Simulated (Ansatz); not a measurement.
For zinc-blende InAs, RPBE (plane waves, PAW; Ansatz, an electronic-structure program) gives:

```
Quantity                     Result
-------------------  --------------
lattice parameter a         6.255 Å
bulk modulus               43.6 GPa
cohesive energy        2.50 eV/atom
formation enthalpy   -0.231 eV/atom
```

Task: What does r²SCANh (PAW; Ansatz) give for the same quantities?

Result: 
- lattice constant a: 6.090 Å (falls by 2.6 %)
- bulk modulus: 60.4 GPa (grows by 39 %)
- cohesive energy: 2.99 eV/atom (increases by 0.49 eV/atom)
- formation enthalpy: -0.416 eV/atom (moves by -0.185 eV/atom)

For comparison: lattice constant a 6.047 Å (measured, static lattice: zero-point anharmonic expansion removed; as tabulated in Mejia-Rodriguez and Trickey (2018), arXiv:1807.09216); bulk modulus 58.6 GPa (measured, 0 K value with the zero-point phonon effect removed; as tabulated in Mejia-Rodriguez and Trickey (2018), arXiv:1807.09216); formation enthalpy -0.31 eV/atom (measured, 298 K, no zero-point or thermal correction; as tabulated in Zhang et al. (2018), doi:10.1038/s41524-018-0065-z).

Changes are worked out from the printed values.

Unless a cell is named, each level is at its own relaxed cell (RPBE 30.59, r²SCANh 28.24 Å³/atom).

Levels without +SOC leave out spin–orbit coupling, which shifts energies and cells of such heavy elements.

Caveats: an element that serves as reference has a cell well above its measured volume (RPBE); the cell is over a tenth larger than the published one: the level's own overestimate first of all, though another phase or state, or a fault of the published cell, is possible (RPBE). Ansatz's density-functional and Hartree–Fock values are scalar-relativistic unless marked +SOC, with PAW data made under PBE.
